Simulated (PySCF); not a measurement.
# CH₂ClF: excited states, first hyperpolarisability

What do calculations give for the excited states, first hyperpolarisability of CH₂ClF (`FCCl`)?

Programs: PySCF 2.14.0, with routines of our own; each step states its level. All values are computed. Atoms count from 0.

## (1) The starting structure

5 atoms, charge 0, multiplicity 1; geometry from: GFN2-xTB.

## (2) Optimising the geometry at PBE0-D3(BJ)/def2-TZVP

Job settings and geometry (Å):

```
{"job": {"xc": "PBE0", "basis": "def2-TZVP", "d3": "d3bj", "grid": 2, "kind": "geom"}, "charge": 0, "multiplicity": 1}
F     -0.764182     1.099656    -0.125307
C     -0.109960    -0.073717     0.008260
Cl     1.644276     0.197935    -0.062884
H     -0.361675    -0.497081     0.984417
H     -0.399836    -0.723940    -0.821671
```

On the command line:

```
$ OMP_NUM_THREADS=1 python excited_run.py task.json out
```

One launch serves the whole session: the jobs run in the order shown.

What it wrote:

```text
step   0  E = -599.12433054  max force = 0.004890
step   1  E = -599.12457439  max force = 0.000867
step   2  E = -599.12458103  max force = 0.000270
optimisation converged
```

Wall time 6.6 s (1 thread of Arm Neoverse V1, shared host); peak memory 0.49 GiB.

Relaxation path:

```
step  energy from step 0 (eV)  largest force component (eV/Å)
   0                   0.0000                          0.2515
   1                  -0.0066                          0.0446
   2                  -0.0068                          0.0139
```

Distances of close pairs at the start and the end, largest changes first:

```csv
bond,before (Å),after (Å),change (Å)
C1–Cl2,1.777,1.767,-0.010
C1–H4,1.093,1.089,-0.004
C1–H3,1.093,1.089,-0.004
F0–C1,1.350,1.354,+0.004
```

The next job starts from the end point, and lists it.

| at the end point | value |
| --- | --- |
| point group (found at 0.08 Å tolerance) | Cs |
| rotational constants (GHz, main isotopes) | 42.587, 5.716, 5.211 |
| dipole moment (D) | 1.79 |

## (3) Excited states: TDA CAM-B3LYP/def2-TZVPD

Job settings and geometry (Å):

```
{"job": {"kind": "states", "xc": "CAM-B3LYP", "basis": "def2-TZVPD", "tda": true, "soc": true, "nstates": 6, "ntriplets": 5, "nquad": 4}, "charge": 0, "multiplicity": 1}
F     -0.717998     1.116111    -0.285351
C     -0.097729    -0.067519    -0.065482
Cl     1.419312     0.181503     0.805311
H     -0.736529    -0.698225     0.551283
H      0.140205    -0.529792    -1.022507
```

With the program's defaults for keys left out, this is: TDA CAM-B3LYP/def2-TZVPD excited states, vertical, gas phase, spin-orbit mean-field couplings.

What it wrote:

```text
coarse grid: 5040 points
cycle   1  E = -599.3265652315  dE =  2.650e-01  |g| = 5.709e-01  |ddm| = 1.529e+00
cycle   2  E = -599.2963109517  dE =  3.025e-02  |g| = 7.641e-01  |ddm| = 6.921e-01
cycle   3  E = -599.3892016397  dE = -9.289e-02  |g| = 4.237e-02  |ddm| = 3.224e-01
cycle   4  E = -599.3894458229  dE = -2.442e-04  |g| = 2.799e-02  |ddm| = 4.604e-02
cycle   5  E = -599.3895879489  dE = -1.421e-04  |g| = 3.760e-03  |ddm| = 1.782e-02
cycle   6  E = -599.3895925206  dE = -4.572e-06  |g| = 8.751e-04  |ddm| = 5.065e-03
final grid: 45304 points
cycle   7  E = -599.3886686900  dE = -2.151e-05  |g| = 3.768e-03  |ddm| = 2.910e-02
cycle   8  E = -599.3886682961  dE =  3.938e-07  |g| = 3.998e-03  |ddm| = 4.159e-03
cycle   9  E = -599.3886706788  dE = -2.383e-06  |g| = 4.979e-04  |ddm| = 1.893e-03
cycle  10  E = -599.3886707119  dE = -3.307e-08  |g| = 1.377e-04  |ddm| = 3.178e-04
cycle  11  E = -599.3886707151  dE = -3.218e-09  |g| = 4.369e-05  |ddm| = 1.234e-04
cycle  12  E = -599.3886707156  dE = -4.526e-10  |g| = 8.430e-06  |ddm| = 3.776e-05
converged SCF energy = -599.3886707156

Singlet excitations
state   eV       nm        f     d(h-e)  d(exc)  Lambda  PR(NTO)  |dmu|/D   mu/D   main configurations
  1   7.4177   167.1   0.00111   0.311   2.489   0.378   1.021    0.838    1.025   H->L 0.47, H->L+1 0.30, H->L+4 0.15
  2   7.8964   157.0   0.00332   0.429   2.451   0.357   1.021    1.033    0.968   H-1->L 0.46, H-1->L+1 0.31, H-1->L+4 0.14
  3   8.1294   152.5   0.01783   0.474   3.270   0.365   1.018    1.988    1.374   H->L+1 0.50, H->L 0.42
  4   8.6599   143.2   0.07170   0.521   3.287   0.339   1.007    2.450    2.157   H-1->L+1 0.56, H-1->L 0.39
  5   8.8592   139.9   0.00225   1.038   3.177   0.284   1.039                     H->L+3 0.70, H->L+8 0.10, H->L+4 0.09
  6   9.0550   136.9   0.05905   0.538   3.598   0.301   1.050                     H->L+2 0.96

Triplet excitations (Tamm-Dancoff)
state   eV     d(h-e)  d(exc)  Lambda  PR(NTO)   main configurations
  1   6.6526   0.272   2.242   0.379   1.011   H->L 0.37, H->L+1 0.29, H->L+4 0.21
  2   7.0470   0.362   2.172   0.372   1.008   H-1->L 0.33, H-1->L+1 0.31, H-1->L+4 0.24
  3   7.9616   0.505   3.174   0.366   1.038   H->L 0.46, H->L+1 0.42
  4   8.4940   0.565   3.211   0.338   1.033   H-1->L+1 0.46, H-1->L 0.45
  5   8.6535   0.386   2.366   0.400   1.053   H-2->L 0.35, H-2->L+1 0.25, H-2->L+4 0.20
S1 - T1 = 0.7652 eV

Spin-orbit couplings |<S|Hso|T>| (cm-1)
             T1       T2       T3       T4       T5
S0      210.571  224.921    5.918   15.528   20.162
S1        1.402  272.370    1.838   24.227  206.922
S2      276.322    6.388    9.871   14.009  210.204
S3        3.127   31.446    0.024  266.031   21.295
S4       17.409    1.466  264.681    3.301   11.565
S5       44.648   16.515    2.480   19.888   26.324
S6       47.182   14.161    8.169    3.486    3.972
T1 sublevels (cm-1): 0.000 4.229 17.144   radiative rates (1/s): 48 3.52e+03 3.96e+03
```

It took 7.1 s on 1 thread of Arm Neoverse V1, shared host; peak memory 0.5 GiB.

In short:

| quantity | value |
| --- | --- |
| S1 less T1 | 0.77 eV |

## (4) Excited states: TDDFT CAM-B3LYP/aug-cc-pVTZ

Job settings and geometry (Å):

```
{"job": {"kind": "states", "xc": "CAM-B3LYP", "basis": "aug-cc-pVTZ", "tpa": true, "nstates": 8, "nquad": 6, "ntriplets": 0}, "charge": 0, "multiplicity": 1}
F     -0.717998     1.116111    -0.285351
C     -0.097729    -0.067519    -0.065482
Cl     1.419312     0.181503     0.805311
H     -0.736529    -0.698225     0.551283
H      0.140205    -0.529792    -1.022507
```

Level: TDDFT CAM-B3LYP/aug-cc-pVTZ excited states, vertical, gas phase, two-photon moments by quadratic response.

What it wrote:

```text
coarse grid: 5040 points
cycle   1  E = -599.3231842582  dE =  2.666e-01  |g| = 5.677e-01  |ddm| = 3.930e+00
cycle   2  E = -599.2938257155  dE =  2.936e-02  |g| = 7.594e-01  |ddm| = 1.410e+00
cycle   3  E = -599.3850926835  dE = -9.127e-02  |g| = 4.276e-02  |ddm| = 7.702e-01
cycle   4  E = -599.3853420575  dE = -2.494e-04  |g| = 2.683e-02  |ddm| = 7.716e-02
cycle   5  E = -599.3854746696  dE = -1.326e-04  |g| = 3.803e-03  |ddm| = 3.425e-02
cycle   6  E = -599.3854790528  dE = -4.383e-06  |g| = 8.533e-04  |ddm| = 8.411e-03
final grid: 45304 points
cycle   7  E = -599.3903993552  dE = -2.577e-05  |g| = 4.479e-03  |ddm| = 9.414e-02
cycle   8  E = -599.3903983097  dE =  1.046e-06  |g| = 5.255e-03  |ddm| = 1.125e-02
cycle   9  E = -599.3904021941  dE = -3.884e-06  |g| = 4.312e-04  |ddm| = 5.311e-03
cycle  10  E = -599.3904022207  dE = -2.653e-08  |g| = 1.398e-04  |ddm| = 6.055e-04
cycle  11  E = -599.3904022245  dE = -3.843e-09  |g| = 4.119e-05  |ddm| = 2.310e-04
cycle  12  E = -599.3904022249  dE = -4.195e-10  |g| = 8.459e-06  |ddm| = 7.318e-05
converged SCF energy = -599.3904022249

Singlet excitations
state   eV       nm        f     d(h-e)  d(exc)  Lambda  PR(NTO)  |dmu|/D   mu/D   delta(TPA)   sigma/GM   main configurations
  1   7.4074   167.4   0.00144   0.566   2.698   0.342   1.024    1.894    0.694        0.80      0.016   H->L+2 0.33, H->L 0.31, H->L+4 0.26
  2   7.8944   157.1   0.00351   0.649   2.639   0.322   1.022    1.941    0.839        7.31      0.167   H-1->L+2 0.33, H-1->L+4 0.29, H-1->L 0.28
  3   7.9178   156.6   0.01671   0.568   3.546   0.302   1.014    2.383    1.395       25.56      0.587   H->L 0.52, H->L+2 0.39
  4   8.4397   146.9   0.05543   0.649   3.570   0.273   1.010    2.641    1.704        9.93      0.259   H-1->L 0.51, H-1->L+2 0.43
  5   8.7253   142.1   0.00112   1.454   3.421   0.238   1.031    5.367    4.512        4.15      0.116   H->L+3 0.80
  6   8.7503   141.7   0.03591   1.555   4.304   0.183   1.026    6.119    4.437       15.99      0.448   H->L+1 0.89, H->L+7 0.08
  7   9.1864   135.0   0.05579   1.270   3.955   0.345   1.341                                            H->L+4 0.42, H->L+2 0.19, H-1->L+1 0.08
  8   9.2690   133.8   0.00359   1.606   4.293   0.133   1.209                                            H-1->L+1 0.80, H-1->L+7 0.09
```

Wall time 12 s (1 thread of Arm Neoverse V1, shared host); peak memory 0.63 GiB.

## (5) First hyperpolarisability: quadratic response CAM-B3LYP/aug-cc-pVTZ

Job settings and geometry (Å):

```
{"job": {"kind": "beta", "xc": "CAM-B3LYP", "basis": "aug-cc-pVTZ"}, "charge": 0, "multiplicity": 1}
F     -0.717998     1.116111    -0.285351
C     -0.097729    -0.067519    -0.065482
Cl     1.419312     0.181503     0.805311
H     -0.736529    -0.698225     0.551283
H      0.140205    -0.529792    -1.022507
```

Level: quadratic response CAM-B3LYP/aug-cc-pVTZ first hyperpolarisability, Taylor convention, gas phase.

What it wrote:

```text
coarse grid: 5040 points
cycle   1  E = -599.3231842582  dE =  2.666e-01  |g| = 5.677e-01  |ddm| = 3.930e+00
cycle   2  E = -599.2938257155  dE =  2.936e-02  |g| = 7.594e-01  |ddm| = 1.410e+00
cycle   3  E = -599.3850926835  dE = -9.127e-02  |g| = 4.276e-02  |ddm| = 7.702e-01
cycle   4  E = -599.3853420575  dE = -2.494e-04  |g| = 2.683e-02  |ddm| = 7.716e-02
cycle   5  E = -599.3854746696  dE = -1.326e-04  |g| = 3.803e-03  |ddm| = 3.425e-02
cycle   6  E = -599.3854790528  dE = -4.383e-06  |g| = 8.533e-04  |ddm| = 8.411e-03
final grid: 45304 points
cycle   7  E = -599.3903993552  dE = -2.577e-05  |g| = 4.479e-03  |ddm| = 9.414e-02
cycle   8  E = -599.3903983097  dE =  1.046e-06  |g| = 5.255e-03  |ddm| = 1.125e-02
cycle   9  E = -599.3904021941  dE = -3.884e-06  |g| = 4.312e-04  |ddm| = 5.311e-03
cycle  10  E = -599.3904022207  dE = -2.653e-08  |g| = 1.398e-04  |ddm| = 6.055e-04
cycle  11  E = -599.3904022245  dE = -3.843e-09  |g| = 4.119e-05  |ddm| = 2.310e-04
cycle  12  E = -599.3904022249  dE = -4.195e-10  |g| = 8.459e-06  |ddm| = 7.318e-05
converged SCF energy = -599.3904022249

Lowest singlets (eV, f): 7.4074 0.0014  7.8944 0.0035  7.9178 0.0167

First hyperpolarisability (au)
process     nm      |vector|   parallel      HRS      DR
static         -       72.94     -13.43      27.19    7.91
shg       1907.0       74.43     -13.53      27.76   7.897
eope      1907.0       73.43     -13.46          -       -
shg       1064.0       77.94     -13.75      29.08   7.873
eope      1064.0       74.54     -13.54          -       -
```

It took 9.1 s on 1 thread of Arm Neoverse V1, shared host; peak memory 0.63 GiB.

## (6) Summary of results

| quantity | value |
| --- | --- |
| point group | Cs |
| rotational constants (main isotopes) | 42.59, 5.72, 5.21 GHz |
| S1 less T1 (step 3, TDA CAM-B3LYP/def2-TZVPD) | 0.77 eV |
| β vector (step 5, quadratic response CAM-B3LYP/aug-cc-pVTZ) | static 73, SHG 1907.0 nm 74, SHG 1064.0 nm 78 au |

In words: Relaxing lowered the energy by 0.007 eV in 2 steps; the close pair that moved most is C1–Cl2, from 1.777 to 1.767 Å. In step 3, the number of triplets below S1 is 2, and the largest singlet-triplet spin-orbit coupling is S2–T1, 276.32 cm⁻¹. β grows from 73 au (static) to 78 au for doubling at 1064.0 nm: normal dispersion, which grows as twice the photon energy moves toward the bright states.
